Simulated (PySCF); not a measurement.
# chloromethane and hydrosulfide

A gas-phase complex of chloromethane and hydrosulfide; charge -1, singlet. The structure comes from a short search (a few tight-binding starts) and was relaxed by PBE0-D3(BJ)/def2-SVPD; another way of binding may lie lower. No frequency run checks that it is a minimum.

```csv
part,name,SMILES,atoms,charge,multiplicity
1,chloromethane,CCl,1–5,0,1
2,hydrosulfide,[SH-],6–7,-1,1
```

| atom | part | x (Å) | y (Å) | z (Å) |
| --- | --- | --- | --- | --- |
| C1 | 1 | 0.009 | -0.152 | -0.020 |
| Cl2 | 1 | 1.738 | -0.546 | -0.352 |
| H3 | 1 | -0.323 | -0.783 | 0.811 |
| H4 | 1 | -0.562 | -0.375 | -0.927 |
| H5 | 1 | -0.116 | 0.912 | 0.252 |
| S6 | 2 | -1.770 | 2.717 | 1.005 |
| H7 | 2 | -0.876 | 3.335 | 1.812 |

Contacts between parts, classed by geometry: H5···S6 2.562 Å (C–H hydrogen bond, 145°).

Interaction energies are complex less parts, with the parts frozen as they stand in it; counterpoise-corrected, in kcal/mol (PySCF). The CCSD(T) estimate is Hartree-Fock/aug-cc-pVTZ, plus the MP2 correlation part extrapolated as X⁻³ from aug-cc-pVDZ and aug-cc-pVTZ, plus CCSD(T) less MP2 in aug-cc-pVDZ; noble-gas cores are frozen. It isn't the exact limit.

(1) Give the interaction energy at each level run.

(2) What holds them together? Decompose the MP2/aug-cc-pVTZ energy: frozen parts, their antisymmetrised product, then relaxation.

Results:

(1) 
| level | interaction | superposition error removed |
| --- | --- | --- |
| Hartree-Fock/aug-cc-pVTZ | -6.71 | - |
| MP2/aug-cc-pVTZ | -9.23 | -0.59 |
| CCSD(T), estimated basis limit | -9.25 | - |

(2) electrostatic -12.9, Pauli repulsion +12.1, orbital relaxation -6.0, correlation -3.1 kcal/mol, which sum to the value before the counterpoise correction, the first three by Hartree-Fock. Of the attraction, 59 % is electrostatic, 27 % is orbital relaxation, 14 % is correlation.
